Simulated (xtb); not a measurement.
xtb input (GFN1-xTB):

```bash
xtb mol.xyz --gfn 1 --sp --chrg -1 --uhf 0
```
mol.xyz:
```
10

C     -0.10644814     0.00012443     0.65826033
C     -0.01250920     1.23540580    -0.20866068
C     -0.01309094    -1.23546271    -0.20828770
H      0.75140505     0.00002762     1.35496915
H      0.06818934     2.15573248     0.38660255
H      0.06717427    -2.15564754     0.38725335
H      0.85621810     1.26051106    -0.94069973
H     -0.90284048     1.36033553    -0.84804432
H     -0.90348099    -1.36016621    -0.84763366
H      0.85562439    -1.26119803    -0.94031908
```

End of the output:

```
         :::::::::::::::::::::::::::::::::::::::::::::::::::::
         ::                     SUMMARY                     ::
         :::::::::::::::::::::::::::::::::::::::::::::::::::::
         :: total energy             -10.241646497470 Eh    ::
         :: gradient norm              0.033607361148 Eh/a0 ::
         :: HOMO-LUMO gap              4.440180946232 eV    ::
         ::.................................................::
         :: SCC energy               -10.366100780732 Eh    ::
         :: -> electrostatic           0.133098521333 Eh    ::
         :: repulsion energy           0.126717189655 Eh    ::
         :: dispersion energy         -0.002262906393 Eh    ::
         :: halogen bond corr.         0.000000000000 Eh    ::
         :: add. restraining           0.000000000000 Eh    ::
         :: total charge              -1.000000000000 e     ::
         :::::::::::::::::::::::::::::::::::::::::::::::::::::

           -------------------------------------------------
          |                Property Printout                |
           -------------------------------------------------

    * Orbital Energies and Occupations

         #    Occupation            Energy/Eh            Energy/eV
      -------------------------------------------------------------
         1        2.0000           -0.3935430             -10.7089
         2        2.0000           -0.3846571             -10.4671
         3        2.0000           -0.3159041              -8.5962
         4        2.0000           -0.2964615              -8.0671
         5        2.0000           -0.2891613              -7.8685
         6        2.0000           -0.2756618              -7.5011
         7        2.0000           -0.2663497              -7.2477
         8        2.0000           -0.2167544              -5.8982
         9        2.0000           -0.2038765              -5.5478
        10        2.0000           -0.0691187              -1.8808 (HOMO)
        11                          0.0940550               2.5594 (LUMO)
        12                          0.0998499               2.7171
        13                          0.1444355               3.9303
        14                          0.1491050               4.0574
        15                          0.1694554               4.6111
        16                          0.1769736               4.8157
Note: The following floating-point exceptions are signalling: IEEE_DENORMAL
normal termination of xtb
        17                          0.2031008               5.5267
        18                          0.3722039              10.1282
        19                          0.3945754              10.7369
        20                          0.4391028              11.9486
        21                          0.4396124              11.9625
       ...                                ...                  ...
        26                          0.6775104              18.4360
      -------------------------------------------------------------
                  HL-Gap            0.1631736 Eh            4.4402 eV
             Fermi-level            0.0124682 Eh            0.3393 eV

  Mulliken/CM5 charges         n(s)   n(p)   n(d)
     1C    -0.54601 -0.61031   1.141  3.405  0.000
     2C    -0.00356 -0.14434   0.991  3.012  0.000
     3C    -0.00356 -0.14434   0.991  3.012  0.000
     4H    -0.05527 -0.00203   1.055  0.000  0.000
     5H    -0.06247 -0.01238   1.062  0.000  0.000
     6H    -0.06247 -0.01238   1.062  0.000  0.000
     7H    -0.06977 -0.02367   1.070  0.000  0.000
     8H    -0.06356 -0.01344   1.064  0.000  0.000
     9H    -0.06356 -0.01344   1.064  0.000  0.000
    10H    -0.06977 -0.02367   1.070  0.000  0.000

Wiberg/Mayer (AO) data.
largest (>0.10) Wiberg bond orders for each atom

 ---------------------------------------------------------------------------
     #   Z sym  total        # sym  WBO       # sym  WBO       # sym  WBO
 ---------------------------------------------------------------------------
     1   6 C    3.173 --     2 C    1.019     3 C    1.019     4 H    0.996
     2   6 C    3.969 --     1 C    1.019     5 H    0.986     8 H    0.985
                             7 H    0.963
     3   6 C    3.969 --     1 C    1.019     6 H    0.986     9 H    0.985
                            10 H    0.963
     4   1 H    1.024 --     1 C    0.996
     5   1 H    1.033 --     2 C    0.986
     6   1 H    1.033 --     3 C    0.986
     7   1 H    1.007 --     2 C    0.963
     8   1 H    1.039 --     2 C    0.985
     9   1 H    1.039 --     3 C    0.985
    10   1 H    1.007 --     3 C    0.963
 ---------------------------------------------------------------------------

Topologies differ in total number of bonds
Writing topology from bond orders to xtbtopo.mol

 dipole moment from electron density (au)
     X       Y       Z
   0.5268  -0.0003  -0.9896  total (Debye):    2.850

           -------------------------------------------------
          | TOTAL ENERGY              -10.241646497470 Eh   |
          | GRADIENT NORM               0.033607361148 Eh/α |
          | HOMO-LUMO GAP               4.440180946232 eV   |
           -------------------------------------------------

------------------------------------------------------------------------
------------------------------------------------------------------------
 total:
 SCF:
```

It need not be the lowest isomer of its formula. Whether it binds its extra electron was not tested at this geometry.
